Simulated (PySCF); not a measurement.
Mayer bond orders and bond lengths

Species: hydroxyfluoroborane, BFH2O.
Numbering: `[OH:1][BH:2][F:3]` (hydrogens: H4 on O1; H5 on B2)

Bond orders from the PBE0/pcSseg-1 density (PySCF). Geometry: PBE0-D3(BJ)/def2-SVP, one conformer, isolated molecule.

Task: Where do the orders between heavy atoms depart from those drawn in the SMILES?

Result: The largest departure is 0.267, at O1–B2 (drawn single, 1.267). Drawn single, order above 1.12: O1–B2 (1.267).

Task: Give the Mayer order of every bond, beside its length.

Result: 
```
 bond  drawn as  length (Å)  Mayer order
O1–B2    single       1.343        1.267
B2–F3    single       1.322        1.102
O1–H4    single       0.961        0.933
B2–H5    single       1.210        0.954
```

Task: Sum the orders of all bonds at each heavy atom with more than one neighbour and set the sums beside the valence in the SMILES.

Result: O1 2.200 (drawn 2), B2 3.323 (drawn 3). Orders between atoms that aren't bonded are not in these sums.

For a closed shell the Mayer order of atoms A and B is Σ (PS)μν (PS)νμ over the basis functions μ on A and ν on B, with P the density and S the overlap matrix.

The run behind these numbers computed NMR shieldings as well. Hardware: one thread of an Arm Neoverse N1, no GPU, shared host. Cost: 3.8 s.

Conformer computed: `[OH:1][BH:2][F:3]`: H–O1–B2–F3 180°.
